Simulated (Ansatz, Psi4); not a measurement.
# Psi4 → Ansatz

This Psi4 1.11 job computes quartet SiH:

input.in:
```
memory 2200 mb

molecule {
  0 4
  Si     0.000000     0.000000    -0.007580
  H      0.000000     0.000000     1.524140
  symmetry c1
}

set {
  basis 3-21G
  reference uhf
  puream true
  e_convergence 1e-09
  d_convergence 1e-08
  scf_type pk
  maxiter 100
}

e, wfn = energy('hf', return_wfn=True)
```

```bash
$ psi4 input.in input.out -n 1
```

Geometry: relaxed at PBE0-D4/def2-TZVP. That shape belongs to the parent species and isn't relaxed for this state.

Without diffuse functions such a state is poorly described.

It gives a total energy of -287.877806 Eh.

Q: Write the same calculation for Ansatz 0.2.0 as an input file of the program's own.

A: For example:

run.yaml:
```yaml
crystal:
  periodic: [false, false, false]
  atoms:
    - {symbol: Si, position_ang: [0.000000, 0.000000, -0.007580]}
    - {symbol: H, position_ang: [-0.000000, -0.000000, 1.524140]}
basis:
  gaussian:
    orbitals: 3-21G.json
hamiltonian:
  xc: hf
magnetization:
  spin_polarized: true
  initial_magnetization: 3
accuracy: high
```

```bash
$ ansatz run run.yaml --threads 1 --pin off --max-ram 3480MiB --events-out events.jsonl --progress --plain --runs-dir runs
```

(Basis files named in the input come from the Basis Set Exchange and aren't shown.)

Its energy is -287.877806 Eh, the same as the first but for the last digit, at most.
